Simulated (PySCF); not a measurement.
Compound: methylaminoethane, C3H9N.
Numbering: `[CH3:1][CH2:2][NH:3][CH3:4]` (hydrogens: H5, H6, H7 on C1; H8, H9 on C2; H10 on N3; H11, H12, H13 on C4)

The same species was optimised twice, with GFN2-xTB and with PBE0-D3(BJ)/def2-SVP (PySCF), and the same property calculations (PySCF, gas phase) were run on both structures.

```tsv
coordinate	GFN2-xTB	PBE0-D3(BJ)/def2-SVP	change
C1–H7 (Å)	1.088	1.103	+0.015
C1–H5 (Å)	1.087	1.100	+0.013
C1–H6 (Å)	1.087	1.100	+0.013
C4–H12 (Å)	1.091	1.103	+0.012
C4–H11 (Å)	1.088	1.101	+0.013
C4–H13 (Å)	1.102	1.114	+0.012
C2–H9 (Å)	1.095	1.105	+0.010
C2–H8 (Å)	1.106	1.116	+0.010
C2–N3 (Å)	1.451	1.443	-0.008
N3–C4 (Å)	1.447	1.439	-0.008
C1–C2 (Å)	1.522	1.516	-0.006
N3–H10 (Å)	1.017	1.018	+0.001
H8–C2–H9 (°)	107.5	105.4	-2.1
H11–C4–H12 (°)	108.6	107.1	-1.5
H12–C4–H13 (°)	108.1	106.8	-1.3
N3–C4–H12 (°)	108.7	109.9	+1.2
N3–C4–H11 (°)	109.0	110.2	+1.2
H6–C1–H7 (°)	108.6	107.4	-1.2
C1–C2–N3 (°)	110.3	111.5	+1.2
N3–C4–H13 (°)	113.6	114.7	+1.1
C1–C2–N3–C4 (°)	178	180	+2
```

Rotational constants: A = 26253, B = 3963, C = 3710 MHz (GFN2-xTB) against A = 26388, B = 3936, C = 3690 MHz (PBE0-D3(BJ)/def2-SVP).

On the GFN2-xTB structure: HOMO (eV) -6.28 [PBE0/pcSseg-1]; LUMO (eV) 1.56 [PBE0/pcSseg-1]; dipole (D) 0.98 [PBE0/pcSseg-1]; GIAO shielding of C1 (ppm) 168.6 [PBE0/pcSseg-1]; GIAO shielding of C2 (ppm) 135.3 [PBE0/pcSseg-1]; GIAO shielding of N3 (ppm) 214.7 [PBE0/pcSseg-1]; GIAO shielding of C4 (ppm) 146.6 [PBE0/pcSseg-1].

Question: What do these properties become on the PBE0-D3(BJ)/def2-SVP structure?

Answer: 
| property | level | on GFN2-xTB | on PBE0-D3(BJ)/def2-SVP | change |
| --- | --- | --- | --- | --- |
| HOMO (eV) | PBE0/pcSseg-1 | -6.28 | -6.26 | +0.02 |
| LUMO (eV) | PBE0/pcSseg-1 | 1.56 | 1.56 | 0.00 |
| dipole (D) | PBE0/pcSseg-1 | 0.98 | 0.92 | -0.06 |
| energy, GFN2-xTB geometry as zero (kcal/mol) | PBE0/pcSseg-1 | 0.0 | -0.2 | -0.2 |
| GIAO shielding of C1 (ppm) | PBE0/pcSseg-1 | 168.6 | 166.6 | -2.0 |
| GIAO shielding of C2 (ppm) | PBE0/pcSseg-1 | 135.3 | 135.6 | +0.3 |
| GIAO shielding of N3 (ppm) | PBE0/pcSseg-1 | 214.7 | 216.9 | +2.2 |
| GIAO shielding of C4 (ppm) | PBE0/pcSseg-1 | 146.6 | 145.8 | -0.8 |

The heavy atoms differ by 0.011 Å rms after alignment. Among all bonds C1–H7 changes most (+0.015 Å). Changes are differences of the printed values. Neither structure is proved a minimum here.

Conformer computed: `[CH3:1][CH2:2][NH:3][CH3:4]`: C1–C2–N3–C4 180°.
